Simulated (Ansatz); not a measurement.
Input file for C$_{2}$HFO$_{2}$ (`O=C=C(O)F`):

```yaml
crystal:
  periodic: [false, false, false]
  atoms:
    - {symbol: O, position_ang: [0.848138, -2.098594, 0.317731]}
    - {symbol: C, position_ang: [0.536858, -0.999973, 0.095970]}
    - {symbol: C, position_ang: [0.162468, 0.235642, -0.152771]}
    - {symbol: O, position_ang: [-1.113329, 0.580483, -0.391721]}
    - {symbol: F, position_ang: [1.093796, 1.194772, -0.296412]}
    - {symbol: H, position_ang: [-1.485830, 1.023668, 0.381103]}
basis:
  gaussian: {orbitals: def2-TZVPP}
correlation: {method: ccsd_t}
output: {orbitals: {seedname: orbitals}}
```

```sh
$ ansatz run in.yaml --threads 2 --pin off --events-out ev --progress --plain --max-ram 4352MiB
```

Output of Ansatz, abridged:

```
Functional definition: HF
1105 factors; integrals over basis functions are off by at most 9.0e-4 eV
mean field evaluation 1: about -8854.9053 eV, gradient 4.1e1 eV
mean field evaluation 2: about -8855.2147 eV, gradient 4.1e1 eV
mean field evaluation 4: about -8858.3052 eV, gradient 4.9e0 eV
mean field evaluation 8: about -8858.3746 eV, gradient 4.6e-1 eV
mean field -8858.37591436 eV, -325.5393104298 hartree, gradient 2.8e-6 eV, S^2 0.000000; 0 other end points of the search recorded, 0 dependent functions left out
5 core orbitals not correlated: weight in the atoms' cores, before any rotation towards them, 1.000 or more for the frozen orbitals, at most 0.000 for the correlated occupied ones
reference -8858.37591436 eV, -325.5393104298 hartree; 14, 14 occupied and 150, 150 virtual orbitals, 1105 factors
second order -27.42199874 eV of doubles, -0.00000000 eV of singles
cycle   1  -26.69246416 eV  change    7.3e-1 eV  update   1.3e-1
cycle   2  -27.36795931 eV  change   -6.8e-1 eV  update   4.5e-2
cycle   3  -27.55465215 eV  change   -1.9e-1 eV  update   2.1e-2
cycle   4  -27.53545007 eV  change    1.9e-2 eV  update   5.6e-3
cycle   5  -27.53111972 eV  change    4.3e-3 eV  update   2.4e-3
cycle   6  -27.53318534 eV  change   -2.1e-3 eV  update   9.5e-4
cycle   7  -27.53301492 eV  change    1.7e-4 eV  update   5.5e-4
cycle   8  -27.53260103 eV  change    4.1e-4 eV  update   3.1e-4
cycle   9  -27.53277285 eV  change   -1.7e-4 eV  update   2.1e-4
cycle  10  -27.53278628 eV  change   -1.3e-5 eV  update   1.2e-4
cycle  11  -27.53270994 eV  change    7.6e-5 eV  update   5.6e-5
cycle  12  -27.53279022 eV  change   -8.0e-5 eV  update   2.7e-5
cycle  13  -27.53277249 eV  change    1.8e-5 eV  update   8.7e-6
perturbative correction -1.16061454 eV, -0.0426517976 hartree
Total energy: -8887.06930138 eV, -326.5937729540 hartree
```

Hardware: 2 threads of an Arm Neoverse V1 on a shared host. Wall time 65 s, peak host memory 1.6 GiB.

Correlation energy per correlated electron: -1.025 eV. T1 diagnostic: 0.0158.
